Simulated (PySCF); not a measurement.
Gas-phase reaction: Si2O2 + 2 CO = 2 Si + 2 CO2

Computed with PySCF and rigid-rotor harmonic-oscillator thermochemistry at 1 bar. † marks an energy on the PBE0/def2-TZVP geometry and frequencies. MP2 and CCSD(T) freeze the core. Open shells (unrestricted): Si (multiplicity 3, electronic degeneracy 9); the rest are closed-shell singlets. Spin-orbit splitting is ignored; it lowers the true energy and changes the entropy of Si. Si2O2: computed as isolated molecules; such fragments, hydroxides, amides, oligomers or adducts are transient or little studied in the gas. MP2 isn't extrapolated to the basis-set limit; its ΔH°(298 K) is 588.1 kJ in def2-SVP and 719.2 kJ in def2-TZVPP. CCSD(T) isn't extrapolated to the basis-set limit; its ΔH°(298 K) is 601.9 kJ in def2-SVP and 728.0 kJ in def2-TZVPP. The harmonic model lacks anharmonicity and excited electronic states, which grow with temperature; levels with a mode under 35 cm⁻¹ are left out.

```csv
level,"ΔE electronic, kJ","ΔH°(298 K), kJ","ΔS°(298 K), J/K","ΔG°(1200 K), kJ"
CCSD(T)/def2-SVP†,588,602,99,483
HF/def2-TZVP†,578,592,99,473
MP2/def2-SVP†,575,588,99,470
LDA/def2-TZVP†,683,696,99,578
ωB97M-V/def2-TZVP†,764,777,99,659
```
ΔH° is lowest at MP2/def2-SVP† and highest at ωB97M-V/def2-TZVP†. No reference value is set beside these.
